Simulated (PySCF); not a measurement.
Record of a relaxation.

Species: C4H7ClO.
Numbering: `[CH3:1][CH:2]([CH3:3])[C:4](=[O:5])[Cl:6]` (hydrogens: H7, H8, H9 on C1; H10 on C2; H11, H12, H13 on C3)

Computed by this run: PBE0-D3(BJ)/def2-SVP geometry optimisation, gas phase in PySCF; density fitting, grid level 1; the optimiser is geomeTRIC in internal coordinates, started from a GFN2-xTB structure with every atom displaced at random (about 0.01 Å). The frame can shift and turn from step to step; on so coarse a grid that alone can change the energy by a few meV, and forces under 0.02 eV/Å are noise.

Step 0: E = -18812.5771 eV, largest atomic force 1.773 eV/Å
```
atom  x, y, z in Å  |  force x, y, z in eV/Å
C1      0.900   -1.017   -0.361   -0.760   1.490   0.589
C2     -0.012   -0.006    0.399    0.131  -0.272  -0.573
C3     -1.477   -0.074   -0.079    1.226   0.547   0.367
C4      0.568    1.383    0.183   -1.289   0.213  -0.372
O5      0.089    2.250   -0.484    0.333  -0.503   0.295
Cl6     2.060    1.640    1.055    0.707   0.135   0.331
H7      0.519   -2.004   -0.214   -0.258  -1.091   0.130
H8      1.922   -0.933   -0.022    0.571  -0.114   0.206
H9      0.856   -0.764   -1.411    0.067  -0.028  -0.762
H10     0.053   -0.234    1.480   -0.003   0.123  -0.098
H11    -2.080    0.636    0.486   -0.288   0.200   0.113
H12    -1.844   -1.071    0.096   -0.389  -0.715   0.034
H13    -1.548    0.177   -1.138   -0.046   0.015  -0.261
```

Step 1: E = -18812.6713 eV, largest atomic force 0.467 eV/Å
```
atom  x, y, z in Å  |  force x, y, z in eV/Å
C1      0.940   -0.905   -0.513   -0.011  -0.062   0.025
C2      0.028   -0.037    0.354   -0.169  -0.038  -0.021
C3     -1.436   -0.145   -0.049   -0.089  -0.091   0.047
C4      0.434    1.412    0.363    0.295   0.264   0.248
O5     -0.190    2.354    0.016   -0.009  -0.138  -0.099
Cl6     2.074    1.657    1.103   -0.102  -0.071  -0.125
H7      0.615   -1.956   -0.418    0.110   0.130  -0.061
H8      1.990   -0.827   -0.196   -0.046  -0.019  -0.016
H9      0.870   -0.618   -1.575   -0.006  -0.010   0.045
H10     0.162   -0.363    1.401   -0.045   0.013  -0.009
H11    -2.072    0.509    0.566    0.033  -0.028  -0.032
H12    -1.788   -1.183    0.078    0.039   0.078  -0.059
H13    -1.575    0.147   -1.102   -0.001  -0.027   0.057
```

Step 2: E = -18812.6798 eV, largest atomic force 0.177 eV/Å
```
atom  x, y, z in Å  |  force x, y, z in eV/Å
C1      0.938   -0.892   -0.503    0.005  -0.011   0.008
C2      0.015   -0.038    0.366   -0.021  -0.069   0.108
C3     -1.446   -0.149   -0.047    0.033   0.016   0.031
C4      0.445    1.409    0.378    0.111  -0.045  -0.131
O5     -0.176    2.338   -0.003    0.037   0.120   0.047
Cl6     2.109    1.634    1.056   -0.169   0.005  -0.035
H7      0.631   -1.946   -0.433    0.013   0.003  -0.012
H8      1.984   -0.811   -0.177   -0.009  -0.010  -0.010
H9      0.875   -0.589   -1.559    0.000   0.010  -0.004
H10     0.139   -0.370    1.413   -0.022  -0.028   0.011
H11    -2.090    0.496    0.568    0.002   0.000   0.005
H12    -1.792   -1.187    0.063    0.021   0.001  -0.016
H13    -1.579    0.150   -1.097   -0.002   0.008  -0.002
```

Step 3: E = -18812.6815 eV, largest atomic force 0.151 eV/Å
```
atom  x, y, z in Å  |  force x, y, z in eV/Å
C1      0.936   -0.891   -0.501   -0.002   0.015  -0.011
C2      0.012   -0.038    0.369   -0.034   0.006   0.024
C3     -1.448   -0.151   -0.043    0.022   0.026  -0.002
C4      0.447    1.410    0.368    0.148  -0.022   0.019
O5     -0.155    2.353   -0.010   -0.084  -0.030  -0.026
Cl6     2.103    1.620    1.055   -0.020   0.012   0.013
H7      0.635   -1.946   -0.437   -0.021  -0.028   0.005
H8      1.982   -0.809   -0.177    0.005  -0.001   0.001
H9      0.872   -0.584   -1.556    0.003   0.007  -0.012
H10     0.133   -0.370    1.416    0.003   0.017  -0.004
H11    -2.093    0.491    0.572   -0.008   0.002   0.015
H12    -1.789   -1.190    0.063   -0.004  -0.018  -0.006
H13    -1.582    0.150   -1.093   -0.007   0.013  -0.014
```

Step 4: E = -18812.6825 eV, largest atomic force 0.101 eV/Å
```
atom  x, y, z in Å  |  force x, y, z in eV/Å
C1      0.934   -0.896   -0.503   -0.013   0.011  -0.004
C2      0.016   -0.040    0.370    0.038  -0.010  -0.007
C3     -1.445   -0.145   -0.041   -0.007   0.007  -0.011
C4      0.453    1.407    0.364   -0.004  -0.025   0.098
O5     -0.162    2.341   -0.018    0.001   0.028  -0.053
Cl6     2.096    1.636    1.070   -0.022  -0.017  -0.028
H7      0.628   -1.950   -0.440   -0.011  -0.014   0.003
H8      1.981   -0.821   -0.182    0.014   0.004   0.008
H9      0.869   -0.587   -1.557    0.003   0.002  -0.002
H10     0.135   -0.372    1.417    0.014   0.020  -0.007
H11    -2.087    0.496    0.578   -0.004  -0.005   0.007
H12    -1.788   -1.185    0.060   -0.007  -0.011  -0.004
H13    -1.579    0.160   -1.090   -0.003   0.011   0.001
```

Step 5: E = -18812.6831 eV, largest atomic force 0.020 eV/Å
```
atom  x, y, z in Å  |  force x, y, z in eV/Å
C1      0.934   -0.897   -0.502   -0.003  -0.001  -0.004
C2      0.015   -0.040    0.372    0.004  -0.002   0.003
C3     -1.445   -0.144   -0.041   -0.007  -0.006  -0.003
C4      0.454    1.406    0.365    0.006  -0.006   0.009
O5     -0.157    2.339   -0.026    0.007   0.012  -0.015
Cl6     2.097    1.633    1.067   -0.012  -0.005  -0.003
H7      0.625   -1.950   -0.440   -0.003   0.002   0.001
H8      1.981   -0.822   -0.180    0.001  -0.001   0.003
H9      0.869   -0.586   -1.556    0.002  -0.001   0.003
H10     0.136   -0.372    1.419    0.007   0.005   0.000
H11    -2.087    0.495    0.582   -0.001  -0.007   0.004
H12    -1.789   -1.184    0.056   -0.002   0.000  -0.004
H13    -1.579    0.168   -1.087    0.002   0.008   0.007
```

Step 6: E = -18812.6834 eV, largest atomic force 0.051 eV/Å
```
atom  x, y, z in Å  |  force x, y, z in eV/Å
C1      0.931   -0.899   -0.501    0.004  -0.010  -0.004
C2      0.015   -0.040    0.373   -0.022   0.007   0.006
C3     -1.446   -0.140   -0.038    0.001  -0.008   0.003
C4      0.459    1.405    0.362   -0.021   0.011  -0.045
O5     -0.143    2.337   -0.046    0.014  -0.014   0.007
Cl6     2.097    1.628    1.070    0.017   0.005   0.020
H7      0.618   -1.952   -0.439    0.002   0.008  -0.001
H8      1.978   -0.828   -0.179   -0.006  -0.004   0.000
H9      0.868   -0.587   -1.555    0.000  -0.002   0.003
H10     0.136   -0.370    1.421    0.004  -0.002   0.003
H11    -2.088    0.492    0.591    0.000  -0.004   0.004
H12    -1.791   -1.181    0.049    0.004   0.006  -0.002
H13    -1.582    0.181   -1.081    0.002   0.007   0.005
```

Step 7: E = -18812.6835 eV, largest atomic force 0.129 eV/Å
```
atom  x, y, z in Å  |  force x, y, z in eV/Å
C1      0.922   -0.907   -0.498    0.011  -0.014  -0.002
C2      0.015   -0.039    0.376   -0.044   0.014   0.007
C3     -1.448   -0.130   -0.031    0.005  -0.008   0.009
C4      0.474    1.401    0.349   -0.061   0.034  -0.108
O5     -0.106    2.330   -0.098    0.026  -0.051   0.037
Cl6     2.095    1.618    1.087    0.062   0.017   0.049
H7      0.599   -1.957   -0.437    0.007   0.012   0.000
H8      1.971   -0.846   -0.177   -0.013  -0.005  -0.003
H9      0.861   -0.594   -1.553   -0.003  -0.004   0.003
H10     0.138   -0.365    1.424    0.000  -0.011   0.004
H11    -2.086    0.490    0.615    0.001   0.002   0.001
H12    -1.795   -1.171    0.036    0.007   0.013   0.001
H13    -1.588    0.215   -1.066    0.002   0.001   0.001
```

Step 8: E = -18812.6835 eV, largest atomic force 0.108 eV/Å
```
atom  x, y, z in Å  |  force x, y, z in eV/Å
C1      0.916   -0.913   -0.498    0.008  -0.011  -0.003
C2      0.015   -0.038    0.377   -0.036   0.011   0.006
C3     -1.450   -0.122   -0.027    0.008   0.000   0.009
C4      0.483    1.398    0.340   -0.057   0.031  -0.087
O5     -0.082    2.327   -0.125    0.020  -0.047   0.032
Cl6     2.097    1.611    1.099    0.058   0.014   0.042
H7      0.588   -1.961   -0.433    0.006   0.007   0.001
H8      1.965   -0.856   -0.177   -0.011  -0.004  -0.003
H9      0.856   -0.602   -1.552   -0.004  -0.004   0.001
H10     0.139   -0.361    1.425   -0.002  -0.010   0.002
H11    -2.085    0.494    0.625    0.002   0.004  -0.001
H12    -1.798   -1.164    0.033    0.006   0.010   0.001
H13    -1.591    0.231   -1.059    0.001  -0.002  -0.002
```

Step 9: E = -18812.6837 eV, largest atomic force under 0.02 eV/Å
```
atom  x, y, z in Å  |  force x, y, z in eV/Å
C1      0.911   -0.919   -0.497   -0.003   0.002  -0.001
C2      0.015   -0.037    0.375    0.003  -0.002   0.005
C3     -1.451   -0.115   -0.026    0.003   0.011   0.003
C4      0.491    1.396    0.334   -0.013   0.003  -0.002
O5     -0.066    2.326   -0.137    0.004  -0.007  -0.004
Cl6     2.102    1.605    1.109    0.011   0.000   0.006
H7      0.579   -1.965   -0.429   -0.001  -0.005   0.003
H8      1.960   -0.865   -0.178    0.001   0.000   0.000
H9      0.851   -0.611   -1.553   -0.003  -0.002  -0.002
H10     0.138   -0.358    1.424   -0.001  -0.002  -0.002
H11    -2.082    0.504    0.627    0.001   0.005  -0.002
H12    -1.803   -1.155    0.036   -0.001  -0.001   0.000
H13    -1.592    0.238   -1.058   -0.001  -0.002  -0.004
```

Problem. Summarise the path.

Solution. The energy falls by 10.29 kJ/mol from step 0 to step 9; nine tenths of that is first reached at step 2. It never rises by more than 0.2 meV. The largest force goes from 1.773 to under 0.02 eV/Å. Among the bonds C4–Cl6 changes most, from 1.748 to 1.800 Å; the atoms move by 0.048 Å rms after alignment.

Problem. Follow the three bonds and two angles with the largest change from start to end.

Solution. 
```tsv
step	E above end (kJ/mol)	largest force (eV/Å)	C4–Cl6 (Å)	C1–H7 (Å)	C1–C2 (Å)	C2–C1–H9 (°)	H7–C1–H8 (°)
0	10.29	1.773	1.748	1.068	1.559	107.3	111.4
1	1.19	0.467	1.816	1.104	1.528	111.2	108.8
2	0.37	0.177	1.811	1.100	1.529	110.9	108.5
3	0.22	0.151	1.805	1.099	1.529	110.8	108.4
4	0.12	0.101	1.803	1.099	1.530	110.7	108.4
5	0.06	0.020	1.801	1.100	1.529	110.7	108.4
6	0.03	0.051	1.799	1.100	1.529	110.7	108.4
7	0.02	0.129	1.795	1.100	1.530	110.7	108.5
8	0.02	0.108	1.796	1.100	1.530	110.7	108.5
9	0.00	under 0.02	1.800	1.099	1.530	110.7	108.5
```

The cost below is that of the whole optimisation. On an Arm Neoverse V1 with one thread, no GPU (shared host), this took 57 s and 0.49 GiB of memory at its peak.
